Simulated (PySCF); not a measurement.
How the method moves the HOMO and LUMO of `C#CC(=O)[O-]`

C3HO2 (charge -1).
Geometry (PBE0-D3(BJ)/def2-SVP, Å), atoms numbered from 1 in this order:
```xyz
6
C3HO2 angstrom
C      1.5430   -0.0705    0.3894
C      0.3425   -0.0162    0.1780
C     -1.1594    0.0545   -0.0805
O     -1.8327   -0.7123    0.6232
O     -1.4858    0.8682   -0.9567
H      2.5987   -0.1197    0.5764
```

Basis pcSseg-2 throughout (PySCF), one geometry. Geometry: PBE0-D3(BJ)/def2-SVP; no solvent, vibrations or thermal averaging. The geometry's basis has no diffuse functions.

Q: How do the orbital energies and the gap change with the method?

A: 
```tsv
method	kind	HOMO (eV)	LUMO (eV)	gap (eV)	SCF cycles
OPBE	GGA	-0.15	3.73	3.88	17
BLYP	GGA	-0.16	3.70	3.86	16
PBE	GGA	-0.25	3.60	3.85	16
B97-D	GGA	-0.26	3.69	3.94	17
KT3	GGA	-0.34	3.59	3.93	17
BP86	GGA	-0.38	3.50	3.88	18
KT2	GGA	-0.40	3.61	4.01	18
LDA	LDA	-0.50	3.32	3.82	16
B97-2	global hybrid	-1.52	4.38	5.90	14
B3LYP	global hybrid	-1.58	4.06	5.64	14
PBE0	global hybrid	-1.83	4.36	6.18	15
mPW1PW91	global hybrid	-1.85	4.26	6.11	15
CAM-B3LYP	range-separated hybrid	-3.28	4.85	8.13	13
BHandHLYP	global hybrid	-3.38	4.65	8.03	13
wB97X-D	range-separated hybrid	-3.73	5.83	9.56	15
LC-wPBE	range-separated hybrid	-4.58	5.78	10.36	15
HF	Hartree–Fock	-5.76	5.84	11.60	11
```

The HOMO spans 5.61 eV, from OPBE down to HF, and the gap runs from 3.82 eV (LDA) to 11.60 eV (HF). Over the methods OPBE (0 %), BLYP (0 %), PBE (0 %), B97-D (0 %), KT3 (0 %), BP86 (0 %), KT2 (0 %), LDA (0 %), B97-2 (21 %), B3LYP (20 %), PBE0 (25 %), mPW1PW91 (25 %), BHandHLYP (50 %), HF (100 %), a straight line through the gap against the share of exact exchange rises by 0.79 eV for each 10 % (correlation coefficient 0.998).
